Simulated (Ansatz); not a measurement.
# CH4SSi: nudged elastic band for an internal rotation

Aim: a nudged elastic band for an internal rotation, for CH4SSi, run from a script.

Program: the Python package of Ansatz 0.2.0. Level of theory: B3LYP+D4/def2-SVP. These are calculated values, not measurements.

**1. The system**

Bond lengths: C1–S2 1.751 Å, S2–Si3 2.129 Å, C1–H4 1.090 Å, C1–H5 1.102 Å, C1–H6 1.085 Å, Si3–H7 1.523 Å. Angles: C1–S2–Si3 102.1°, S2–C1–H4 109.7°, S2–C1–H5 114.6°, S2–C1–H6 115.2°, H4–C1–H5 102.5°, H4–C1–H6 106.4°, H5–C1–H6 107.3°, S2–Si3–H7 108.9°.

No structure file is read: the coordinates are typed or built in the script.

**2. The code**

Input file ch4ssi.py:

```python
"""Barrier to internal rotation of CH4SSi by a nudged elastic band."""

import warnings

import ansatz as az
import numpy as np


def main() -> None:
    warnings.simplefilter("ignore", az.DeckWarning)

    geometry_ang = [
        ("C", (-0.8138, 0.6434, -0.3067)),
        ("S", (-0.1313, -0.3543, 0.9605)),
        ("Si", (1.6287, -1.1128, 0.0323)),
        ("H", (-1.7157, 1.136, 0.0578)),
        ("H", (-0.1826, 1.4947, -0.6102)),
        ("H", (-1.0985, 0.1139, -1.2098)),
        ("H", (2.3744, -1.9888, 1.0304)),
    ]
    molecule = az.Crystal.molecule()
    for symbol, xyz in geometry_ang:
        molecule = molecule.atom(symbol, xyz)

    job = (
        molecule.calculation()
        .basis(gaussian="def2-SVP")  # atom-centred Gaussian functions
        .functional("B3LYP", dispersion="d4")
    )
    symbols = [site.symbol for site in molecule.cartesian_sites]
    start = np.array([site.position_ang for site in molecule.cartesian_sites], dtype=float)
    r = job.relax(force_tolerance=0.005, max_steps=100).run(threads=1).report
    end = np.array(r["positions_ang"])

    # the end point is the same minimum with the three like atoms permuted
    first, second, third = [3, 4, 5]
    turned = end.copy()
    turned[[first, second, third]] = end[[second, third, first]]
    listed = lambda xyz: [{"symbol": s, "position_ang": p.tolist()} for s, p in zip(symbols, xyz)]
    deck = job.input().to_dict()
    deck["crystal"]["atoms"] = listed(end)
    deck["neb"] = {"final_atoms": listed(turned), "images": 5, "initial_path": "idpp", "f_tol": 0.03, "max_iterations": 40}
    rounds = []
    band = az.Session.from_dict(deck).plan().execute(on_event=lambda e: rounds.append(e["data"]) if e["event"] == "neb_iteration" else None)
    for each in rounds:
        print(f"round {each['iteration']:2d}  largest band force {each['band_force_max_ev_ang']:.4f} eV/A")
    images = rounds[-1]["images"]
    for image in images:
        print(f"s = {image['path_coordinate_ang']:6.3f} A   {(image['lagrangian_ev'] - images[0]['lagrangian_ev']):8.3f} eV")


if __name__ == "__main__":
    main()
```

**3. The calls as engine input**

The engine receives this input (first run):

```yaml
crystal:
  periodic: [false, false, false]
  atoms:
    - { symbol: C, position_ang: [-0.8138, 0.6434, -0.3067] }
    - { symbol: S, position_ang: [-0.1313, -0.3543, 0.9605] }
    - { symbol: Si, position_ang: [1.6287, -1.1128, 0.0323] }
    - { symbol: H, position_ang: [-1.7157, 1.136, 0.0578] }
    - { symbol: H, position_ang: [-0.1826, 1.4947, -0.6102] }
    - { symbol: H, position_ang: [-1.0985, 0.1139, -1.2098] }
    - { symbol: H, position_ang: [2.3744, -1.9888, 1.0304] }
basis:
  gaussian:
    orbitals: def2-SVP
hamiltonian:
  xc: b3lyp
  dispersion: d4
relax:
  f_tol: 0.005
  max_steps: 100
```

**4. The run**

Command:

```sh
$ python ch4ssi.py
```

Log:

```text
round  1  largest band force 0.5775 eV/A
round  2  largest band force 0.5239 eV/A
round  3  largest band force 0.1996 eV/A
round  4  largest band force 0.1119 eV/A
round  5  largest band force 0.0169 eV/A
s =  0.000 A      0.000 eV
s =  0.382 A      0.004 eV
s =  0.765 A      0.016 eV
s =  1.147 A      0.023 eV
s =  1.527 A      0.020 eV
s =  1.906 A      0.008 eV
s =  2.286 A      0.000 eV
```

Run time: 2.5 min. Hardware: 1 thread of Arm Neoverse V2, shared host; peak memory 0.21 GiB.

**5. What changed from run to run**

The engine's inputs for the other runs:

Run 2, against run 1:

```diff
@@ -4,7 +4,7 @@
-    - { symbol: C, position_ang: [-0.8138, 0.6434, -0.3067] }
-    - { symbol: S, position_ang: [-0.1313, -0.3543, 0.9605] }
-    - { symbol: Si, position_ang: [1.6287, -1.1128, 0.0323] }
-    - { symbol: H, position_ang: [-1.7157, 1.136, 0.0578] }
-    - { symbol: H, position_ang: [-0.1826, 1.4947, -0.6102] }
-    - { symbol: H, position_ang: [-1.0985, 0.1139, -1.2098] }
-    - { symbol: H, position_ang: [2.3744, -1.9888, 1.0304] }
+    - { symbol: C, position_ang: [-0.8490964152721, 0.6211200820437132, -0.3609616428772136] }
+    - { symbol: S, position_ang: [-0.15982257537622074, -0.7833485347396232, 0.6032672936611235] }
+    - { symbol: Si, position_ang: [1.9312533653371904, -0.6867867227493174, 0.23562357629818423] }
+    - { symbol: H, position_ang: [-1.4246015239071284, 1.2662751533200163, 0.31768120926083837] }
+    - { symbol: H, position_ang: [-0.046066438104111776, 1.2052136202308097, -0.8334475685474597] }
+    - { symbol: H, position_ang: [-1.5215776649523904, 0.22520562607216746, -1.1349600759797502] }
+    - { symbol: H, position_ang: [2.131111252274761, -1.9155792241777645, 1.1270972081842774] }
@@ -17,3 +17,13 @@
-relax:
-  f_tol: 0.005
-  max_steps: 100
+neb:
+  final_atoms:
+    - { symbol: C, position_ang: [-0.8490964152721, 0.6211200820437132, -0.3609616428772136] }
+    - { symbol: S, position_ang: [-0.15982257537622074, -0.7833485347396232, 0.6032672936611235] }
+    - { symbol: Si, position_ang: [1.9312533653371904, -0.6867867227493174, 0.23562357629818423] }
+    - { symbol: H, position_ang: [-0.046066438104111776, 1.2052136202308097, -0.8334475685474597] }
+    - { symbol: H, position_ang: [-1.5215776649523904, 0.22520562607216746, -1.1349600759797502] }
+    - { symbol: H, position_ang: [-1.4246015239071284, 1.2662751533200163, 0.31768120926083837] }
+    - { symbol: H, position_ang: [2.131111252274761, -1.9155792241777645, 1.1270972081842774] }
+  images: 5
+  initial_path: idpp
+  f_tol: 0.03
+  max_iterations: 40
```

**6. The engine's runs**

From the records of these 2 runs:

| run | kind of run | energy from run 1 (eV) | SCF cycles in all | CPU time (s) |
| --- | --- | --- | --- | --- |
| 1 | relaxation | 0.0000 | 161 | 51 |
| 2 | band (NEB) | 0.0235 | 525 | 98 |

**7. How the relaxation of run 1 went**

The steps of the relaxation:

```csv
step,E - E(step 1) (eV),largest force component (eV/Å)
1,0.0000,1.8225
2,-0.2761,1.0750
3,-0.3367,0.4431
4,-0.3467,0.3578
5,-0.3551,0.0435
6,-0.3552,0.0102
7,-0.3552,0.0030
8,-0.3553,0.0101
9,-0.3553,0.0032
10,-0.3553,0.0031
11,-0.3553,0.0096
12,-0.3433,0.4721
13,-0.3556,0.0223
14,-0.3562,0.0620
15,-0.3465,0.3971
16,-0.3586,0.0478
17,-0.3599,0.0893
18,-0.3614,0.2057
19,-0.3574,0.2182
20,-0.3681,0.0865
21,-0.3736,0.0292
22,-0.3755,0.2055
23,-0.3771,0.0520
24,-0.3788,0.0044
```

Step 1 is the start. Steps 12, 15, 19 were tried and not accepted.

Before: Bond lengths: C1–S2 1.751 Å, S2–Si3 2.129 Å, C1–H4 1.090 Å, C1–H5 1.102 Å, C1–H6 1.085 Å, Si3–H7 1.523 Å. Angles: C1–S2–Si3 102.1°, S2–C1–H4 109.7°, S2–C1–H5 114.6°, S2–C1–H6 115.2°, H4–C1–H5 102.5°, H4–C1–H6 106.4°, H5–C1–H6 107.3°, S2–Si3–H7 108.9°.

After: Bond lengths: C1–S2 1.838 Å, S2–Si3 2.125 Å, C1–H4 1.099 Å, C1–H5 1.100 Å, C1–H6 1.099 Å, Si3–H7 1.531 Å. Angles: C1–S2–Si3 104.1°, S2–C1–H4 108.7°, S2–C1–H5 110.9°, S2–C1–H6 108.9°, H4–C1–H5 109.6°, H4–C1–H6 109.0°, H5–C1–H6 109.6°, S2–Si3–H7 89.5°.

**8. The path**

| image | path of all atoms (Å) | energy from image 0 (eV) | atom 3: x y z (Å) |
| --- | --- | --- | --- |
| 0 | 0.000 | 0.0000 | 1.931 -0.687 0.236 |
| 1 | 0.382 | 0.0041 | 1.924 -0.540 0.528 |
| 2 | 0.765 | 0.0160 | 1.851 -0.406 0.832 |
| 3 | 1.147 | 0.0235 | 1.704 -0.312 1.133 |
| 4 | 1.527 | 0.0196 | 1.493 -0.271 1.403 |
| 5 | 1.906 | 0.0080 | 1.234 -0.281 1.626 |
| 6 | 2.286 | 0.0000 | 0.898 -0.397 1.802 |

**9. Results**

| quantity | value |
| --- | --- |
| runs compared | 2 |
| moves of the relaxation of run 1 | 20 |
| energy gained in run 1 | 0.379 eV |
| last largest force component of run 1 | 0.0044 eV/Å |
| barrier forwards | 0.023 eV |
| barrier backwards | 0.023 eV |
| end to end | 0.000 eV |
| band iterations | 5 |

What this shows: Run 1: After 20 moves the largest shift is 0.561 Å. The highest image, number 3, lies 0.023 eV above the start, about 0.9 times kT at 300 K. The energies are electronic: no zero-point or thermal terms, and the basis set is short of its limit. b3lyp holds the VWN-RPA fit, as in Gaussian; the form of ORCA and Turbomole is b3lyp5.
